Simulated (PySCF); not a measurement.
**Bond length, frequency and bond energy of SiP⁻ by level of theory**

State: ¹Σ⁺ (singlet), closed shell. Set-up: basis Si def2-TZVPPD, P def2-TZVPPD; no relativity; PySCF 2.14. De refers to Si⁻ + P in their high-spin ground configurations, without counterpoise correction. A positive dipole points towards P; it is taken about the centre of mass and depends on that origin.

```tsv
Level	Re (Å)	ωe (cm⁻¹)	De (eV)	μ (D)	CPU s a point (SCF and correlation, without the integrals)
RHF	1.975	769	n/a	-0.69	0.61
RHF-MP2	2.027	657	n/a	n/a	0.92
RHF-SCS-MP2	2.024	665	n/a	n/a	n/a
RHF-CCSD	2.008	704	n/a	n/a	n/a
RHF-CCSD(T)	2.024	671	n/a	n/a	9.5
LDA	2.005	684	6.45	-0.22	1.3
PBE	2.022	670	5.61	-0.22	2.3
PBEsol	2.015	677	5.88	-0.19	1.3
revPBE	2.027	665	n/a	-0.21	1.1
r²SCAN	2.007	696	5.30	-0.21	2.6
B3LYP	2.006	692	n/a	-0.39	3
PBE0	1.999	710	5.27	-0.34	4.1
M06-2X	1.990	725	n/a	-0.47	3.2
ωB97M-V	1.984	737	n/a	-0.54	7.8
```

What does a quarter of exact exchange do here, going from PBE to PBE0?

PBE0 less PBE: -2.3 pm in Re, +6.0 % in ωe, -0.34 eV in De. Exact exchange removes part of the self-interaction that spreads semilocal densities, and in most molecules shortens and stiffens the bond and lowers De; so it does here.

What does the step from GGA to meta-GGA do here, going from PBE to r²SCAN?

r²SCAN less PBE: -1.5 pm in Re, +3.9 % in ωe, -0.31 eV in De. 

What does the gradient correction do here, going from LDA to PBE?

PBE less LDA: +1.7 pm in Re, -2.0 % in ωe, -0.84 eV in De. The gradient correction favours the more uneven density of free atoms, so it tends to lengthen bonds and takes away much of the overbinding of LDA; so it does here.

Correlated steps freeze 10 core orbitals. For an ion De counts to the pair picked by the measured ionisation energies or electron affinities, which need not be the lowest pair at this level. The CCSD T1 diagnostic is raised, a sign that a single reference may not be enough here.

The whole job (state search and all levels along the bond) took about 4.6 min on 2 threads of Arm Neoverse V2 (shared host), peak memory 2.8 GiB.
